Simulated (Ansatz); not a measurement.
Cost and result up the ladder for the cluster AlB₂ (3 atoms). The state is a doublet with charge 0. Geometry: r2SCAN-D4/def2-TZVP.

```xyz
3

B     0.862   -0.489    0.075
B    -0.047    0.505    0.854
Al   -0.814   -0.016   -0.930
```

Ansatz on 4 threads of Arm Neoverse V2 on a shared host. Times are rough, and most runs start from the orbitals of an earlier one. No level here is sound enough to serve as a yardstick. Binding counts from free atoms at the same level (B doublet, Al doublet; other spins of the atoms weren't run), without zero-point energy or a counterpoise term.

Correlated methods freeze 7 core orbitals. The structure comes from a short search, and lower isomers may exist.

Run but left out: HF/STO-3G, HF/def2-TZVP, r2SCAN0-D4/def2-TZVP, PBE-QIDH/def2-TZVP, MP2/def2-TZVP, CCSD(T)/def2-TZVPD, CCSD(T)/def2-TZVPP (⟨S²⟩ 1.17 to 1.99, where a pure state has 0.75).

Correlated methods converge slowly with the basis.

| level | functions | wall time | binding energy per atom (eV) | remarks |
| --- | --- | --- | --- | --- |
| PBE-D4/def2-SVP | 46 | 0.4 s | 2.54 | – |
| PBE0-D4/def2-SVP | 46 | 0.6 s | 2.35 | spin-contaminated (⟨S²⟩ 0.85) |
| PBE-D4/def2-TZVP (with forces) | 99 | 0.75 s | 2.51 | – |
| RPA@PBE/def2-TZVP | 99 | 0.85 s | 1.89 | – |
| PBE-D4/def2-TZVPD | 117 | 1.1 s | 2.51 | – |
| PBE0-D4/def2-TZVPD | 117 | 2.2 s | 2.32 | spin-contaminated (⟨S²⟩ 0.85) |
| r2SCAN-D4/def2-TZVP | 99 | 2.9 s | 2.42 | spin-contaminated (⟨S²⟩ 0.87) |
| PBE0-D4/def2-TZVP | 99 | 3 s | 2.31 | spin-contaminated (⟨S²⟩ 0.85) |
| CAM-B3LYP-D4/def2-TZVP | 99 | 3.4 s | 2.05 | spin-contaminated (⟨S²⟩ 0.94) |
| r2SCAN-D4/def2-TZVPD | 117 | 3.9 s | 2.42 | spin-contaminated (⟨S²⟩ 0.87) |
| r2SCANh-D4/def2-TZVP | 99 | 6 s | 2.35 | spin-contaminated (⟨S²⟩ 0.96) |
